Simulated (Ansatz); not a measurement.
A calculation with Ansatz (development build ahead of 0.2.0).

```yaml
crystal:
  periodic: [false, false, false]
  atoms:
    - { symbol: "N", position_ang: [0.0, 0.0, 0.518] }
    - { symbol: H, position_ang: [0.0, 0.0, -0.518] }
basis:
  gaussian: { orbitals: STO-3G }
magnetization:
  initial_magnetization: 2
hamiltonian:
  xc: hf
correlation:
  method: ccsd_t
  frozen_orbitals: { H: 0, "N": 1 }
```

The input is written out in the form of the current development build from the run's settings. Correlation on restricted open-shell orbitals is semicanonical, with singles.

Results

```json
{
 "Converged": "yes",
 "Reference energy": "-54.25752 hartree",
 "CCSD correlation energy": "-0.02705 hartree",
 "Triples correction": "0.00000 hartree",
 "Total energy": "-54.28458 hartree",
 "Spin squared of the determinant": "2.000"
}
```
